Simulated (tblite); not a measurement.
C4H7O (doublet state).
Numbering: `[O:1][CH2:2][CH:3]1[CH2:4][CH2:5]1` (hydrogens: H6, H7 on C2; H8 on C3; H9, H10 on C4; H11, H12 on C5)

Computed geometry: GFN2-xTB, gas phase. This method treats the open shell by occupation alone, without spin polarisation.

List the bond lengths, angles and torsions at this level.

| bond | length (bohr) |
| --- | --- |
| O1–C2 | 2.472 |
| C2–C3 | 2.859 |
| C3–C4, C3–C5 | 2.850 |
| C4–C5 | 2.811 |
| C2–H6, C2–H7 | 2.122 |
| C3–H8 | 2.046 |
| C4–H9, C5–H11 | 2.041 |
| C4–H10, C5–H12 | 2.039 |

Bonds in one row agree within 0.02 bohr and their mean is given. A selection of angles:
| angle | degrees |
| --- | --- |
| O1–C2–C3 | 118.0 |
| O1–C2–H6 | 110.0 |
| C3–C2–H6 | 108.8 |
| H6–C2–H7 | 99.6 |
| C2–C3–C4 | 117.8 |
| C2–C3–H8 | 114.4 |
| C4–C3–C5 | 59.1 |
| C4–C3–H8 | 118.4 |
| C3–C4–C5 | 60.4 |
| C3–C4–H9 | 115.4 |
| C3–C4–H10 | 118.4 |
| C5–C4–H9 | 117.3 |
| C5–C4–H10 | 119.4 |
| H9–C4–H10 | 115.0 |

Torsions: O1–C2–C3–C4 -34° (synclinal); C2–C3–C4–C5 107° (anticlinal); C2–C3–C5–C4 -107° (anticlinal).

The C–C distances run from 1.488 Å (C4–C5, drawn single) to 1.513 Å (C2–C3, drawn single), a spread of 0.025 Å. The 3-membered ring C3–C4–C5 has internal angles of 59.1° to 60.4°. Of the pairs four or more bonds apart, O1···H11 is among the closest relative to their van der Waals radii: 2.60 Å, 95 % of the sum of Bondi's values.

Point group: Cs (every atom within 0.08 Å of its image). Its GFN2-xTB frequencies are all real (lowest 112 cm⁻¹).

One conformer stands for the species.
